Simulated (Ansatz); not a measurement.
Rock-salt NaI was calculated with G0W0@PBE in Ansatz (plane waves, hard PAW, contour deformation).

The cell has the measured lattice parameters. Conventional cell: a = 6.4728 Å, b = 6.4728 Å, c = 6.4728 Å, α = 90.00°, β = 90.00°, γ = 90.00°.

The quasiparticle gap at Γ at a fixed k mesh 2×2×2:

```json
[
 {"response cutoff": "150 eV, 520 empty bands", "value (eV)": "5.350"},
 {"response cutoff": "200 eV, 800 empty bands", "value (eV)": "5.366"},
 {"response cutoff": "250 eV, 1118 empty bands", "value (eV)": "5.372"},
 {"response cutoff": "300 eV, 1470 empty bands", "value (eV)": "5.376"}
]
```

Problem. Taking the value to converge with the response cutoff E as E^(−3/2), extrapolate from the last two rows.

Solution. With y = y∞ + c/w and weights w = 3953 and 5196 for the last two rows, y∞ = (w2 y2 − w1 y1)/(w2 − w1) = (5196 × 5.376 − 3953 × 5.372)/1243 = 5.389 eV, which lies 0.013 beyond the last row. Successive pairs of rows give 5.396, 5.387, 5.389. The limit also hangs on the law assumed, so its last digits aren't firm.

The other settings are not extrapolated, so this is the limit in one setting alone.

Spin–orbit coupling is not included; with these elements it can move the gap by several tenths of an eV or more.

Ansatz is a first-principles code.
